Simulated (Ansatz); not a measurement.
in.yaml

```yaml
crystal:
  periodic: [false, false, false]
  atoms:
    - {symbol: P, position_ang: [-0.000003, -0.399478, 1.630239]}
    - {symbol: Ga, position_ang: [0.000009, -0.319823, -0.636341]}
    - {symbol: S, position_ang: [-0.000004, -0.308458, -2.655390]}
    - {symbol: H, position_ang: [-0.000002, 1.027759, 1.661492]}
basis:
  gaussian: {orbitals: 6-31G}
total_charge: 1
correlation: {active_space: {window: {electrons: 14, orbitals: 8}, states: [{multiplicity: 1, weights: [0.5, 1, 0.5]}]}}
scf: {lower_state_search: full}
output: {forces: true}
```

```sh
$ ansatz run in.yaml --threads 1 --pin off --events-out ev --progress --plain --max-ram 2393MiB
```

(1) Roughly how long does this take on 1 thread of Arm Neoverse N1, shared host, and how much host memory?

```
1017 factors; integrals over basis functions are off by at most 2.5e-7 eV
mean field evaluation 1: about -72412.0658 eV, gradient 3.5e1 eV
mean field evaluation 2: about -72412.1270 eV, gradient 3.5e1 eV
mean field evaluation 4: about -72417.9382 eV, gradient 8.5e0 eV
mean field evaluation 8: about -72418.4090 eV, gradient 6.2e-1 eV
mean field evaluation 16: about -72418.4136 eV, gradient 1.2e-6 eV
mean field evaluation 32: about -72418.4134 eV, gradient 1.2e-1 eV
mean field -72418.41361094 eV, -2661.3276132382 hartree, gradient 1.2e-6 eV, S^2 0.000000; 5 other end points of the search recorded, 0 dependent functions left out
reference -72418.41361094 eV, -2661.3276132382 hartree; 31, 31 occupied and 26, 26 virtual orbitals, 1017 factors
state -72420.38353847 eV, -2661.4000067398 hartree
state -72420.31517697 eV, -2661.3974945010 hartree
state -72418.31910759 eV, -2661.3241403043 hartree
the calculation of the forces begins
Total energy: -72419.83325000 eV, -2661.3797840115 hartree
Atom 0 at    -0.000003    -0.399478     1.630239 Å, force     0.000002    -0.088669     0.906601 eV/Å
Atom 1 at     0.000009    -0.319823    -0.636341 Å, force     0.000016    -0.134441     2.630924 eV/Å
Atom 2 at    -0.000004    -0.308458    -2.655390 Å, force    -0.000017     0.011558    -3.817583 eV/Å
Atom 3 at    -0.000002     1.027759     1.661492 Å, force    -0.000001     0.211552     0.280058 eV/Å
Dipole moment:     0.000006     0.177298     0.348941 e Å
```

Natural occupations, averaged over the states: 2.0000 2.0000 1.9999 1.9769 1.7730 1.7449 1.4999 1.0054.

The total printed last is the weighted mean of the 3 states, 0.550 eV above the lowest of them, and is no single state's energy.

Forces (eV/Å):
```
P    0.000 -0.089  0.907
Ga   0.000 -0.134  2.631
S    0.000  0.012 -3.818
H    0.000  0.212  0.280
```

Results:

(1) 40 s wall and 0.21 GiB.
